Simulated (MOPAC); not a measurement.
MOPAC input (PM7):

```
PM7 1SCF UHF MS=0.5 GEO-OK AUX(PRECISION=9) THREADS=1
CH5Si

C    -0.00973717 1    0.14109779 1   -1.26067338 1
Si    0.00458397 1   -0.06712142 1    0.56953855 1
H    -0.92502358 1    0.27576638 1   -1.82585964 1
H     0.89715728 1    0.17658197 1   -1.85330504 1
H    -0.01250272 1    1.24978383 1    1.26161923 1
H    -1.19315147 1   -0.82096845 1    1.01280927 1
H     1.22776798 1   -0.78805063 1    0.99523664 1
```

Output:

```
 *******************************************************************************
 **                                                                           **
 **                              MOPAC v23.2.5                                **
 **                                                                           **
 *******************************************************************************
 ** MOPAC's Digital Object Identifier: https://doi.org/10.5281/zenodo.6511958 **
 **                                                                           **
 ** Please cite the open-source release paper for use of this MOPAC version:  **
 ** J. E. Moussa and J. J. P. Stewart (2026)                                  **
 ** MOPAC: An open-source semiempirical molecular orbital program             **
 ** J. Open Source Softw., 11(119), 8025, https://doi.org/10.21105/joss.08025 **
 *******************************************************************************

                              PM7 CALCULATION RESULTS

 *******************************************************************************
 *  PM7        - The PM7 Hamiltonian to be used
 *  GEO-OK     - OVERRIDE INTERATOMIC DISTANCE AND OTHER SAFETY CHECKS
 *  UHF        - UNRESTRICTED HARTREE-FOCK CALCULATION
 *  MS=        - IN MECI, MAGNETIC COMPONENT OF SPIN =  0.5
 *  1SCF       - DO 1 SCF AND THEN STOP
 *  AUX        - OUTPUT AUXILIARY INFORMATION
 *******************************************************************************
PM7 1SCF UHF MS=0.5 GEO-OK AUX(PRECISION=9) THREADS=1
 CH5Si

   ATOM   CHEMICAL          X               Y               Z
  NUMBER   SYMBOL      (ANGSTROMS)     (ANGSTROMS)     (ANGSTROMS)

     1       C         -0.00973717  *   0.14109779  *  -1.26067338  *
     2      Si          0.00458397  *  -0.06712142  *   0.56953855  *
     3       H         -0.92502358  *   0.27576638  *  -1.82585964  *
     4       H          0.89715728  *   0.17658197  *  -1.85330504  *
     5       H         -0.01250272  *   1.24978383  *   1.26161923  *
     6       H         -1.19315147  *  -0.82096845  *   1.01280927  *
     7       H          1.22776798  *  -0.78805063  *   0.99523664  *

          CARTESIAN COORDINATES

    NO.       ATOM           X           Y           Z

     1         C         -0.0097      0.1411     -1.2607
     2        Si          0.0046     -0.0671      0.5695
     3         H         -0.9250      0.2758     -1.8259
     4         H          0.8972      0.1766     -1.8533
     5         H         -0.0125      1.2498      1.2616
     6         H         -1.1932     -0.8210      1.0128
     7         H          1.2278     -0.7881      0.9952

 General Reference for PM7:
 "Optimization of Parameters for Semiempirical Methods VI: More Modifications to the
 NDDO Approximations and Re-optimization of Parameters", J. J. P. Stewart, J. Mol. Mod., 1:32, 19 (2013)
 https://link.springer.com/article/10.1007/s00894-012-1667-x

           Empirical Formula: C H5 Si  =     7 atoms

      MOLECULAR POINT GROUP   :   Cs

          UHF CALCULATION, NO. OF ALPHA ELECTRONS =    7
                           NO. OF BETA  ELECTRONS =    6

 -------------------------------------------------------------------------------
 PM7 1SCF UHF MS=0.5 GEO-OK AUX(PRECISION=9) THREADS=1
 CH5Si

     1SCF WAS SPECIFIED, SO BFGS WAS NOT USED
     SCF FIELD WAS ACHIEVED

                              PM7 CALCULATION
                                                       MOPAC v23.2.5 Linux

          FINAL HEAT OF FORMATION =         32.18365 KCAL/MOL =     134.65638 KJ/MOL

          COSMO AREA              =         95.39 SQUARE ANGSTROMS
          COSMO VOLUME            =         81.65 CUBIC ANGSTROMS

          IONIZATION POTENTIAL    =          9.922572 EV
          ALPHA SOMO LUMO (EV)    =         -9.923  1.847
          BETA  SOMO LUMO (EV)    =        -12.069  0.106
          NO. OF ALPHA ELECTRONS  =          7
          NO. OF BETA  ELECTRONS  =          6
          MOLECULAR WEIGHT        =         45.1360         POINT GROUP:  Cs

          MOLECULAR DIMENSIONS (Angstroms)

            Atom       Atom       Distance
            H     7    H     3     3.70470
            H     4    H     6     3.46495
            H     4    H     5     2.05295

          SCF CALCULATIONS        =          1

   ATOM   CHEMICAL          X               Y               Z
  NUMBER   SYMBOL      (ANGSTROMS)     (ANGSTROMS)     (ANGSTROMS)

     1       C         -0.00973717  *   0.14109779  *  -1.26067338  *
     2      Si          0.00458397  *  -0.06712142  *   0.56953855  *
     3       H         -0.92502358  *   0.27576638  *  -1.82585964  *
     4       H          0.89715728  *   0.17658197  *  -1.85330504  *
     5       H         -0.01250272  *   1.24978383  *   1.26161923  *
     6       H         -1.19315147  *  -0.82096845  *   1.01280927  *
     7       H          1.22776798  *  -0.78805063  *   0.99523664  *

                             CARTESIAN COORDINATES

   1    C       -0.009737170     0.141097790    -1.260673380
   2   Si        0.004583970    -0.067121420     0.569538550
   3    H       -0.925023580     0.275766380    -1.825859640
   4    H        0.897157280     0.176581970    -1.853305040
   5    H       -0.012502720     1.249783830     1.261619230
   6    H       -1.193151470    -0.820968450     1.012809270
   7    H        1.227767980    -0.788050630     0.995236640

           Empirical Formula: C H5 Si  =     7 atoms

      MOLECULAR POINT GROUP   :   Cs

          ALPHA EIGENVALUES
 -23.84958 -17.25875 -14.61428 -12.67543 -12.41386 -12.23657  -9.92257   1.84703
   2.48420   2.53215   5.91662   6.29391   7.99337  21.10977  21.12192  21.88741
  21.91318  22.31673

           BETA EIGENVALUES
 -23.39795 -17.10975 -14.36267 -12.42779 -12.17795 -12.06852   0.10564   2.04943
   2.55284   2.72013   6.09919   6.55757   8.04131  21.11292  21.13746  21.90899
  22.01523  22.32888

              NET ATOMIC CHARGES AND DIPOLE CONTRIBUTIONS

  ATOM NO.   TYPE          CHARGE      No. of ELECS.   s-Pop       p-Pop       d-Pop
    1          C          -0.438618        4.4386     1.15821     3.28041
    2         Si           0.054283        3.9457     0.90991     2.90591     0.12989
    3          H           0.149445        0.8506     0.85055
    4          H           0.149637        0.8504     0.85036
    5          H           0.031077        0.9689     0.96892
    6          H           0.027444        0.9726     0.97256
    7          H           0.026732        0.9733     0.97327
 DIPOLE           X         Y         Z       TOTAL
 POINT-CHG.     0.001    -0.013     0.611     0.612
 HYBRID        -0.006     0.107    -0.852     0.858
 SUM           -0.005     0.094    -0.240     0.258

          ATOMIC ORBITAL ELECTRON POPULATIONS

     Atom    s        px        py        pz      x^2-y^2     xz        z^2       yz        xy
    1  C   1.15821   1.13819   0.98938   1.15284
    2 Si   0.90991   1.02963   1.03234   0.84394   0.01595   0.02583   0.03911   0.02622   0.02280
    3  H   0.85055
    4  H   0.85036
    5  H   0.96892
    6  H   0.97256
    7  H   0.97327

                    (SZ)    =    0.500000
                    (S**2)  =    0.754729

          ATOMIC ORBITAL SPIN POPULATIONS

    Atom   Total    s     px     py     pz   x^2-y^2  xz     z^2    yz     xy
         Atomic
    1  C  1.0726  0.027  0.035  0.952  0.058
    2 Si -0.0634 -0.008 -0.006 -0.021 -0.043  0.000  0.000  0.001  0.013  0.000
    3  H -0.0296 -0.030
    4  H -0.0296 -0.030
    5  H  0.0315  0.031
    6  H  0.0110  0.011
    7  H  0.0074  0.007

 **********************
 *                    *
 * JOB ENDED NORMALLY *
 *                    *
 **********************

 == MOPAC DONE ==
```
